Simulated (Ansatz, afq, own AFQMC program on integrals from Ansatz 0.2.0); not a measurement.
Two steps: Ansatz 0.2.0 writes the Fock matrix and Cholesky factors of the valence space, and afq projects on them the lowest state that overlaps trial and start.

```yaml
crystal:
  periodic: [false, false, false]
  atoms:
    - {symbol: Se, position_ang: [0.000000, 0.000000, 0.000000]}
    - {symbol: Se, position_ang: [0.000000, 0.000000, 2.309600]}
basis:
  gaussian: {orbitals: cc-pVDZ}
total_charge: 1
magnetization: {spin_polarized: true, initial_magnetization: 3}
correlation: {method: ccsd_t, electrons: outside_noble_gas, hamiltonian_folder: ham}
```

```sh
$ ansatz run in.yaml --threads 1 --pin off --events-out ev --progress --plain --max-ram 1382MiB
```

Options of the walk:

```
--method phaseless --trial cisd --walkers 60 --populations 1 --least-time 40 --time-step 0.005 --steps-per-block 50 --equilibration-blocks 28 --max-blocks 300 --target-error 0.0004 --factor-cut 1e-05 --start spin_pure --seed 8851 --release-times 0.24,0.51,0.99,1.62,2.4 --release-step 0.03 --release-every 4 --taylor-order 6
```

Times are imaginary, in 1/Eh. The walk had a cap of 486 s. Filled inner d shells are frozen with the cores.

```
orbitals 26  electrons 7 4  factors 187 of 660
reference energy -4799.30811216 Eh
CCSD correlation -0.19766256 Eh in 10 cycles, weight of the determinant in the CISD state 0.8824
energy of the start -4799.505026 Eh
 block  time / (1/Eh)  mean weight  energy / Eh
     1     0.250  0.9990  -4799.502679
     2     0.500  1.0017  -4799.504406
     3     0.750  1.0016  -4799.505528
     4     1.000  0.9989  -4799.507280
     5     1.250  0.9984  -4799.511413
    10     2.500  0.9989  -4799.516346
    29     7.250  1.0014  -4799.512168
    49    12.250  1.0003  -4799.516769
    69    17.250  1.0009  -4799.511647
    77    19.250  0.9992  -4799.507710
    89    22.250  0.9975  -4799.513224
   105    26.250  0.9989  -4799.525463
   109    27.250  1.0018  -4799.510225
   129    32.250  0.9997  -4799.515745
   149    37.250  1.0005  -4799.519052
   169    42.250  0.9986  -4799.511113
   189    47.250  0.9962  -4799.524628
   197    49.250  1.0018  -4799.511883
blocks merged  error / Eh  count
     1  0.000247  170
     2  0.000299  85
     4  0.000379  42
     8  0.000390  21
    16  0.000484  10
released: time / (1/Eh)  energy / Eh  error  mean overlap
  0.24  -4799.512941  0.000316  1.0060
  0.51  -4799.513292  0.000384  1.0064
  0.99  -4799.513981  0.000367  0.9972
  1.62  -4799.514091  0.000413  0.9882
  2.40  -4799.513532  0.000466  1.0128
energy -4799.512828 +/- 0.000390 Eh
(rows thinned)
```

**Question.** Estimate how long the walk took on 1 thread of Intel(R) Xeon(R) 6975P-C (Granite Rapids), with other jobs on the host.

**Answer.** 80 s of wall time.

The run passed its tests (sampling time, drift between the halves within three errors, error under three times the target), which doesn't prove that it has relaxed. The second half of the sampling lies below the first by 2.4 errors of their difference, so the energy may still be moving and its error bar be too small.

Against this walk (error 10.6 meV) on the same determinant: CCSD(T) 6.4 meV higher (within the noise), CCSDT(Q) 39.9 meV lower. The error is statistical and leaves out the bias of the constraint. Released to 2.40 1/Eh the energy moves by -19 ± 17 meV (both errors), within twice the noise. CCSDT(Q) is the surest value here, so the walk's 40 meV above it is most likely the bias of the constraint with this trial, which can have either sign.

Cautions: constraint bias not in the error; no relativity below Rb; no spin-orbit coupling; inner d shell frozen; lower spins were not checked.

CCSDT and higher add their correlation energy to the determinant of the CCSD(T) run, since their own runs factorise the integrals more tightly (a shift of under 2 meV). A walk keeps the symmetry of its determinant, which the program's search chose and which needn't be the lowest solution, so a lower state of the same spin and another symmetry isn't excluded.
